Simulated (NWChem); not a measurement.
# [NH3]+ (SMILES [NH3+]): levels of theory compared

Aim: a comparison of 6 runs (UHF/STO-3G, UHF/3-21G, UHF/aug-cc-pVDZ, UPBE0/3-21G, UPBE/pcseg-1, UCCSD(T)/6-311+G**) of [NH3]+. 

The calculation is run with NWChem 7.3.0.

**1. The structure to begin with**

[NH3]+: 4 atoms, total charge +1, spin state doublet. SMILES: `[NH3+]`. The shape is that of a GFN2-xTB optimisation.

Bond lengths: N1–H2 1.028 Å, N1–H3 1.028 Å, N1–H4 1.028 Å. Angles: H2–N1–H3 120.0°, H2–N1–H4 120.0°, H3–N1–H4 120.0°.

**2. Energy and forces at UHF/STO-3G (run 1)**

h3n.nw reads:

```
start h3n
memory 2200 mb
charge 1

geometry units angstroms noautosym nocenter noautoz
N     0.000140   -0.000820   -0.000330
H     0.510700   -0.238750    0.859300
H    -0.995460   -0.239520   -0.089810
H     0.484620    0.479080   -0.769160
end

basis spherical bse
* library STO-3G
end

scf
doublet
uhf
thresh 1e-08
maxiter 80
end

task scf gradient
```

Launch:

```bash
$ nwchem h3n.nw > h3n.out
```

The program printed:

```text
[...]
  functions       =     8
[...]
  wavefunction    = UHF
[...]
         Total SCF energy =    -55.204608282909
      One electron energy =    -93.846336883269
      Two electron energy =     26.936807292097
 Nuclear repulsion energy =     11.704921308262
                       Sz =      0.5000
                 Sz(Sz+1) =      0.7500
                      S^2 =      0.7624
[...]
                         UHF ENERGY GRADIENTS
    atom               coordinates                        gradient
                 x          y          z           x          y          z
   1 N       0.000265  -0.001550  -0.000624   -0.000032  -0.000030  -0.000049
   2 H       0.965083  -0.451172   1.623842   -0.015031   0.007079  -0.025355
   3 H      -1.881147  -0.452627  -0.169716    0.029377   0.007097   0.002640
   4 H       0.915799   0.905330  -1.453502   -0.014313  -0.014146   0.022764
[...]
```

Wall time 0.62 s (1 thread of Intel Xeon 6975P-C (Granite Rapids), shared host); peak memory 0.097 GiB.

**3. Energy and forces at UHF/3-21G (run 2)**

h3n.nw reads:

```
start h3n
memory stack 880 mb heap 220 mb global 1100 mb
charge 1
geometry units angstrom noautosym nocenter noautoz
N      0.000140    -0.000820    -0.000330
H      0.510700    -0.238750     0.859300
H     -0.995460    -0.239520    -0.089810
H      0.484620     0.479080    -0.769160
end
basis spherical bse
* library 3-21G
end
scf
nopen 1
uhf
thresh 1e-08
maxiter 80
print medium
end
task scf gradient
```

Launch:

```bash
$ nwchem h3n.nw > h3n.out
```

The program printed:

```text
[...]
  functions       =    15
[...]
  wavefunction    = UHF
[...]
         Total SCF energy =    -55.576102103185
      One electron energy =    -94.576995952524
      Two electron energy =     27.295972541077
 Nuclear repulsion energy =     11.704921308262
                       Sz =      0.5000
                 Sz(Sz+1) =      0.7500
                      S^2 =      0.7601
[...]
                         UHF ENERGY GRADIENTS
    atom               coordinates                        gradient
                 x          y          z           x          y          z
   1 N       0.000265  -0.001550  -0.000624    0.000003  -0.000197  -0.000099
   2 H       0.965083  -0.451172   1.623842    0.003419  -0.001508   0.005725
   3 H      -1.881147  -0.452627  -0.169716   -0.006626  -0.001520  -0.000588
   4 H       0.915799   0.905330  -1.453502    0.003205   0.003225  -0.005038
[...]
```

Run time: 0.64 s. Hardware: 1 thread of Intel Xeon 6975P-C (Granite Rapids), shared host; peak memory 0.099 GiB.

Runs 3 to 5 aren't shown in full; the table further down has their settings and results.

**4. A single-point energy at UCCSD(T)/6-311+G(d,p) (run 6)**

m1.nw reads:

```
echo
start m1
title "H3N"
memory stack 880 mb heap 220 mb global 1100 mb
charge 1

geometry noautosym nocenter noautoz
N      0.000140    -0.000820    -0.000330
H      0.510700    -0.238750     0.859300
H     -0.995460    -0.239520    -0.089810
H      0.484620     0.479080    -0.769160
end

basis spherical bse
N library 6-311+G**
H library 6-311+G**
end

scf
doublet
uhf
thresh 1e-08
maxiter 80
end

tce
scf
ccsd(t)
freeze core 1
maxiter 60
end

task tce energy
```

Launch:

```bash
$ nwchem m1.nw > m1.out
```

The program printed:

```text
[...]
  functions       =    40
[...]
  wavefunction    = UHF
[...]
         Total SCF energy =    -55.897548808780
      One electron energy =    -95.097610382534
      Two electron energy =     27.495140265492
 Nuclear repulsion energy =     11.704921308262
                       Sz =      0.5000
                 Sz(Sz+1) =      0.7500
                      S^2 =      0.7611
[...]
         Wavefunction type : Unrestricted Hartree-Fock
          No. of electrons :     9
[...]
         Spin multiplicity : doublet
[...]
 CCSD total energy / hartree       =       -56.068936626603680
[...]
 CCSD[T] total energy / hartree       =       -56.072209374208214
[...]
 CCSD(T) total energy / hartree       =       -56.072151328406839
[...]
```

It took 2.5 s on 1 thread of Intel Xeon 6975P-C (Granite Rapids), shared host; peak memory 0.18 GiB.

**5. Overview of the runs**

| run | level | iteration cap | module | energy (Eh) | HOMO energy (eV) | LUMO energy (eV) | ⟨S²⟩ | wall time |
| --- | --- | --- | --- | --- | --- | --- | --- | --- |
| 1 | UHF/STO-3G | 80 | scf | -55.204608 | -25.49 | -4.29 | 0.762 | 0.62 s |
| 2 | UHF/3-21G | 80 | scf | -55.576102 | -25.09 | -6.07 | 0.760 | 0.64 s |
| 3 | UHF/aug-cc-pVDZ | 80 | scf | -55.888357 | – | – | 0.761 | 2.1 s |
| 4 | UPBE0/3-21G | 100 | dft | -55.819882 | – | – | 0.753 | 2.5 s |
| 5 | UPBE/pcseg-1 | 100 | dft | -56.098703 | -18.00 | -14.63 | 0.753 | 4.2 s |
| 6 | UCCSD(T)/6-311+G** | 80 | tce | -56.072151 | -25.02 | -6.77 | 0.761 | 2.5 s |

**6. Summary of results**

| quantity | value |
| --- | --- |
| run 6: total energy | -56.07215 Eh |
| run 6: HOMO energy (Hartree–Fock orbitals) (highest over α and β) | -25.02 eV |
| run 6: LUMO energy (Hartree–Fock orbitals) (lowest over α and β) | -6.77 eV |
| run 6: correlation energy (1 core orbital frozen) | -174.6 mEh |
| run 6: (T) correction | -3.21 mEh |
| run 6: ⟨S²⟩ of the reference determinant | 0.761 |

In words: Totals of different functionals can't be ranked against each other. In run 1 the basis is minimal, so the values are rough. All runs together took 13 s, the longest 4.2 s.
